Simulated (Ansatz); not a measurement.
Diamond-structure Ge was calculated with r²SCANh (PAW; Ansatz, a first-principles code).

Settings: plane-wave cutoff 520 eV, 8×8×8 k mesh, Fermi–Dirac smearing 0.01 eV, scalar-relativistic PAW data made under PBE.

Cell (relaxed at this level):

```cif
data_Ge2
_chemical_formula_sum 'Ge2'
_space_group_name_H-M_alt 'P 1'
_space_group_IT_number 1
_cell_length_a 4.00097
_cell_length_b 4.00097
_cell_length_c 4.00097
_cell_angle_alpha 60.000
_cell_angle_beta 60.000
_cell_angle_gamma 60.000
loop_
_space_group_symop_operation_xyz
  'x, y, z'
loop_
_atom_site_label
_atom_site_type_symbol
_atom_site_fract_x
_atom_site_fract_y
_atom_site_fract_z
_atom_site_occupancy
Ge1 Ge 0.00000 0.00000 0.00000 1
Ge2 Ge 0.25000 0.25000 0.25000 1
```

**Question.** What does this level give for the smallest direct gap on the k points sampled, pressure derivative B′ of the bulk modulus, width of the whole s-p valence band and band gap?

**Answer.** 
* **smallest direct gap on the k points sampled**: 0.87 eV
* **pressure derivative B′ of the bulk modulus**: 4.7
* **width of the whole s-p valence band**: 13.82 eV
* **band gap**: 0.86 eV (on the SCF k mesh)

Measured, for comparison: band gap 0.79 eV (measured zero-point renormalisation of 52 meV added back here; inputs from Miglio et al. (2020), arXiv:2011.12765).

Spin–orbit coupling is not included.
